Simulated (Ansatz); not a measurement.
Geometry optimisation, UKS BHLYP-D4/def2-SVP (Ansatz 0.2.0).

Input:

```yaml
crystal:
  periodic: [false, false, false]
  atoms:
    - { symbol: Si, position_ang: [0.0, 0.0, 0.0] }
    - { symbol: Cl, position_ang: [0.0, 0.0, 2.38] }
    - { symbol: H, position_ang: [1.3768, 0.0, -0.4862] }
    - { symbol: H, position_ang: [-0.6877, 1.1914, -0.4862] }
    - { symbol: H, position_ang: [-0.6877, -1.1914, -0.4862] }
    - { symbol: F, position_ang: [0.0, 0.0, 4.18] }
magnetization:
  spin_polarized: true
  initial_magnetization: 1
basis:
  gaussian: { orbitals: def2-SVP }
hamiltonian:
  xc: { name: BHLYP }
  dispersion: d4
relax:
  f_tol: 0.15
  max_steps: 25
  restrain:
    - { distance: [1, 5], at: 1.5, k: 30.0 }
    - { distance: [0, 1], at: 3.33, k: 30.0 }
```

Launched with:

```bash
$ ansatz run input.yaml --threads 1 --pin off --max-ram 2048MiB --backend cpu --events-out ev --progress --plain --runs-dir out
```

Task: Where does it end, and by what steps?

Result: It converged. The restraints hold the end off the free minimum. After 6 steps the energy has risen by 1.015 eV (the restraints' own energy left out); Cl2 moved furthest, 0.63 Å. Parted: Si1–Cl2 (2.38 → 3.33 Å).

| step | energy less start (eV) | largest force component (eV/Å) | accepted |
| --- | --- | --- | --- |
| 0 | 0.0000 | 5.004 | yes |
| 1 | 0.7593 | 2.473 | yes |
| 2 | 1.4674 | 5.821 | yes |
| 3 | 1.1500 | 2.568 | yes |
| 4 | 1.0070 | 2.301 | yes |
| 5 | 1.0229 | 2.629 | yes |
| 6 | 1.0152 | 2.544 | yes |

```xyz
6
Properties=species:S:1:pos:R:3
Si 0.000 0.000 -0.313
Cl 0.000 0.000 3.013
H 1.418 0.000 -0.730
H -0.708 1.228 -0.731
H -0.708 -1.228 -0.731
F 0.000 0.000 4.594
```

Time of the run: 29 s on 1 thread of Arm Neoverse V1, with other jobs on the host, peak memory 0.15 GiB.
